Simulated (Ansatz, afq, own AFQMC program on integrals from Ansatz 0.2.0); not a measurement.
AFQMC on a folder of integrals that Ansatz 0.2.0 wrote.

```yaml
crystal:
  periodic: [false, false, false]
  atoms:
    - {symbol: Al, position_ang: [0.000000, -0.107766, 0.567543]}
    - {symbol: C, position_ang: [0.000000, 0.196499, -1.243154]}
    - {symbol: H, position_ang: [0.000000, 0.856616, 1.824835]}
    - {symbol: H, position_ang: [0.000000, -0.313339, -2.203862]}
basis:
  gaussian: {orbitals: cc-pVDZ}
magnetization: {spin_polarized: false, initial_magnetization: 1}
correlation: {method: ccsd_t, electrons: outside_noble_gas, hamiltonian_folder: ham}
```

```sh
$ ansatz run in.yaml --threads 1 --pin off --events-out ev --progress --plain --max-ram 1382MiB
```

afq runs on the folder ham with

```
--method phaseless --trial hf --walkers 120 --populations 1 --least-time 40 --time-step 0.005 --steps-per-block 20 --equilibration-blocks 112 --max-blocks 600 --target-error 0.00108 --factor-cut 1e-05 --start spin_pure --seed 9603 --taylor-order 6
```

Times are imaginary, in 1/Eh. The walk had a cap of 1011 s.

afq prints:

```
orbitals 36  electrons 5 4  factors 271 of 401
reference energy -280.79135998 Eh
CCSD correlation -0.21594717 Eh in 16 cycles, weight of the determinant in the CISD state 0.8258
energy of the start -280.791361 Eh
 block  time / (1/Eh)  mean weight  energy / Eh
     1     0.100  0.9989  -280.828379
     2     0.200  1.0023  -280.861987
     3     0.300  1.0018  -280.882625
     4     0.400  1.0022  -280.903994
     5     0.500  1.0017  -280.928480
     8     0.800  1.0017  -280.965512
    18     1.800  1.0001  -281.022933
    69     6.900  1.0005  -280.988042
   120    12.000  0.9981  -281.019407
   171    17.100  1.0007  -281.003017
   222    22.200  1.0000  -281.014108
   273    27.300  1.0017  -280.989292
   307    30.700  0.9976  -280.981812
   324    32.400  1.0009  -281.026627
   375    37.500  0.9997  -281.000482
   409    40.900  0.9999  -281.058159
   426    42.600  1.0008  -281.041442
   477    47.700  0.9997  -281.041701
   528    52.800  1.0008  -281.019178
   579    57.900  0.9997  -280.998716
   630    63.000  1.0009  -280.987548
   681    68.100  0.9995  -280.992658
   698    69.800  1.0008  -281.054592
blocks merged  error / Eh  count
     1  0.000870  600
     2  0.001156  300
     4  0.001490  150
     8  0.001831  75
    16  0.002038  37
    32  0.002401  18
    64  0.002786  9
energy -281.011846 +/- 0.002401 Eh
(rows thinned)
```

The run passed its tests (sampling time, drift between the halves within three errors, error under three times the target), which doesn't prove that it has relaxed.

Against this walk (error 65.3 meV) on the same determinant: CCSD(T) 152.2 meV lower, CCSDT(Q) 224.8 meV lower. The error is statistical and leaves out the bias of the constraint. CCSDT(Q) is the surest value here, so the walk's 225 meV above it is most likely the bias of the constraint with this trial, which can have either sign.

Cautions: constraint bias not in the error; error above the target (65.3 against 29.4 meV); higher spins were not checked; a spin-contaminated unrestricted determinant lies lower (UHF 1.11 eV lower, ⟨S²⟩ 1.57); strong correlation (T1 0.043, weight of the determinant 0.83, largest double 0.21); the bias of populations of 120 walkers isn't removed.

The walk took 3.3 min on 1 thread of Arm Neoverse V2 (shared host). The log's last line is the phaseless energy.

CCSDT and higher add their correlation energy to the determinant of the CCSD(T) run, since their own runs factorise the integrals more tightly (a shift of under 2 meV). A walk keeps the symmetry of its determinant, which the program's search chose and which needn't be the lowest solution, so a lower state of the same spin and another symmetry isn't excluded.
